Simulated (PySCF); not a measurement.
All values below come from PBE-D3(BJ)/def2-TZVP // B3LYP-D3(BJ)/def2-TZVP (PySCF). Isolated molecules, 0 K electronic values unless said otherwise. 

Reference species (SMILES): `N#C[O+]` (lower triplet) (charge +1, multiplicity 3).

The highest occupied spin orbital comes out as -18.32 eV.

Changed species: `[OH+]` (lower triplet) (O, X = H, multiplicity 3; the reference has O, X = cyano, multiplicity 3).

Question: What does the change do to the highest occupied spin orbital?

Answer: the highest occupied spin orbital drops by 5.15 eV, to -23.47 eV.
